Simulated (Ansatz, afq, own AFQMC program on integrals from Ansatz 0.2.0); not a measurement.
## Se₂⁺, quartet: AFQMC among the cluster methods

```xyz
2

Se    0.0000    0.0000    0.0000
Se    0.0000    0.0000    2.3096
```

Basis cc-pVDZ. Only valence electrons are correlated. AFQMC by an in-house program on the Cholesky factors that Ansatz 0.2.0 writes for its CCSD(T) run. The CISD trial takes its coefficients from CCSD amplitudes. Released means that phaseless walkers are propagated on without the constraint, phases kept. Free projection: walkers drawn from exp(T), propagated without any constraint. Its projection time is finite, and what remains of the start isn't in its error. Error bars are statistical, one sigma. No spin–orbit coupling.

Determinant: UHF, the one that the program's search chose, which needn't be the lowest solution. The geometry is a PBE0/def2-TZVP stationary point of this or a neighbouring charge and spin state.

No full CI on the walks' own integrals is used here; CCSDT(Q) serves as the reference and is uncertain by about the last step of the cluster series.

Cautions: no relativity below Rb; no spin-orbit coupling; inner d shell frozen; another spin lies lower.

```
T1 diagnostic                               : 0.0134
weight of the determinant in the CISD state : 0.882
⟨S²⟩ of the determinant                     : 3.778
size of the correlated space                : 11 electrons in 26 orbitals
```

Reference: CCSDT(Q), correlation energy -5.611 eV. The released energy is read at 2.40 1/Eh (meV from the phaseless value at times in 1/Eh: -10 ± 12 at 0.24, -26 ± 11 at 0.51, 1 ± 10 at 0.99, 2 ± 11 at 1.62, 1 ± 12 at 2.40).

| level | E − E(reference) (kJ/mol) | share of correlation (%) |
| --- | --- | --- |
| HF | 541.3 | 0.00 |
| MP2 | 94.7 | 82.51 |
| CCSD | 22.4 | 95.87 |
| CCSD(T) | 4.5 | 99.17 |
| CCSDT | 1.6 | 99.71 |
| ph-AFQMC/HF | 15.8 ± 5.3 | 97.08 |
| ph-AFQMC/CISD | 2.0 ± 1.0 | 99.63 |
| released AFQMC | 2.1 ± 1.2 | 99.62 |
| free AFQMC | 1.6 ± 1.0 | 99.70 |

Free projections are given only where their last times agree within the noise and don't stop above the reference; a slow remainder of the start can still hide under it. A walk keeps the symmetry of its determinant, which the program's search chose and which needn't be the lowest solution, so a lower state of the same spin and another symmetry isn't excluded. Released energies are given only where the last usable release times agree within the noise; a slower fall can still hide under it.
